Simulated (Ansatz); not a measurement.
Cost and result for the atomization energy of C6H12 (`C=CC(C)CC`) (18 atoms, 17 bonds).

Z-matrix (Å, degrees):
```
C
C 1 1.496
C 1 1.532 2 110.0
C 1 1.526 2 110.1 3 124.1
H 1 1.098 2 108.0 3 -117.6
C 2 1.325 1 125.5 3 117.1
H 2 1.090 1 115.5 3 -62.8
C 3 1.519 1 114.3 2 -174.8
H 3 1.097 1 108.7 2 62.2
H 3 1.095 1 108.2 2 -52.7
H 4 1.092 1 110.8 2 56.3
H 4 1.092 1 111.7 2 176.7
H 4 1.095 1 110.7 2 -63.2
H 6 1.084 2 121.7 1 -179.9
H 6 1.086 2 121.3 1 0.1
H 8 1.092 3 112.1 1 -64.6
H 8 1.092 3 110.9 1 175.4
H 8 1.094 3 111.0 1 55.9
```

Charge 0, multiplicity 1. The structure was optimised at the PBE0-D4/def2-TZVP level. It is one conformer, not always the lowest. Program: Ansatz. All runs use 2 threads of an AMD EPYC 7R13 on a shared host and a share of an NVIDIA H100 80 GB. Times are those of one run each, without the atoms' runs, and a repeat can differ threefold. Electronic energies, without spin–orbit coupling; frozen cores. CCSD(T)/CBS adds CCSD(T) − MP2 in def2-TZVPP to the MP2 limit, and its time is that of the two runs behind it. T1 = 0.009. B3LYP takes the VWN-RPA correlation (the form of Gaussian; ORCA's B3LYP/G).

CCSD(T)/CBS is a level of theory with its own doubt, some kJ/mol a heavy atom from the limit and from the frozen cores, so smaller differences don't rank the functionals.

```
                             level  functions  wall time  atomization (kJ/mol)  difference from CCSD(T)/CBS  per bond
r2SCAN-D4/def2-TZVPP (with forces)        354       10 s                7312.1                         17.1       1.0
                ωB97X-V/def2-TZVPP        354       11 s                7299.5                          4.5       0.3
 B3LYP-D4/def2-TZVPP (with forces)        354       11 s                7307.9                         12.9       0.8
   PBE-D4/def2-TZVPP (with forces)        354       11 s                7434.5                        139.5       8.2
                 B2PLYP/def2-TZVPP        354       12 s                7234.6                        -60.4      -3.6
                PBE0-D4/def2-TZVPP        354       12 s                7353.0                         58.0       3.4
                    MP2/def2-QZVPP        702       13 s                7302.2                          7.2       0.4
                CCSD(T)/def2-TZVPP        354       15 s                7147.4                       -147.6      -8.7
  ωB97M-V/def2-TZVPP (with forces)        354       19 s                7314.5                         19.5       1.1
                 CCSD(T)/CBS(def2)          –       28 s                7295.0                          0.0       0.0
```

In def2-TZVPP, CCSD(T) changes the Hartree–Fock value by +1604.5 kJ/mol (the triples alone add +87.4 kJ/mol) and MP2 by +1672.9 kJ/mol; breaking electron pairs costs correlation energy, which Hartree–Fock lacks. The D4 term adds +55.6 kJ/mol with B3LYP and +29.8 kJ/mol with PBE0; it sums over pairs of atoms, weighted by their polarisabilities, and B3LYP, whose exchange is more repulsive, gets the larger term. From PBE to PBE0 (25 % exact exchange), in def2-TZVPP and without D4, the atomization energy moves by −76.0 kJ/mol: exact exchange takes away binding that semilocal exchange gives to molecules.
